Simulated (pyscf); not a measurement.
Thermochemistry of product channels of `[CH2]=[C]([F])[F]` + `[Cl]` [doublet] on the doublet surface, in kcal/mol, from ωB97M-D3(BJ)/def2-TZVP energies (ideal gas, 1 atm, RRHO with modes under 100 cm⁻¹ raised to 100, one conformer, R ln 2 for rigid chiral ones). PySCF, gas phase, ωB97X-D3(BJ)/def2-SVP geometries.

| products | ΔE | ΔH(298 K) | ΔG(600 K) | ΔG(1200 K) |
|---|---|---|---|---|
| `[F][C]([F])[CH2][Cl]` [doublet] | -20.2 | -19.3 | -4.3 | +10.8 |
| `[CH2][C]([F])([F])[Cl]` [doublet] | -20.3 | -21.2 | -5.8 | +8.7 |

The channel to F–C•(F)–CH₂–Cl turns unfavourable between 298 and 1200 K (ΔG from -11.9 kcal/mol to +10.8 kcal/mol). The channel to •H₂C–C(F)(F)–Cl turns unfavourable between 298 and 1200 K (ΔG from -13.5 kcal/mol to +8.7 kcal/mol).

These are energies of the channels, which say nothing of barriers. Left out: orbital degeneracy and the spin-orbit lowering of Cl.
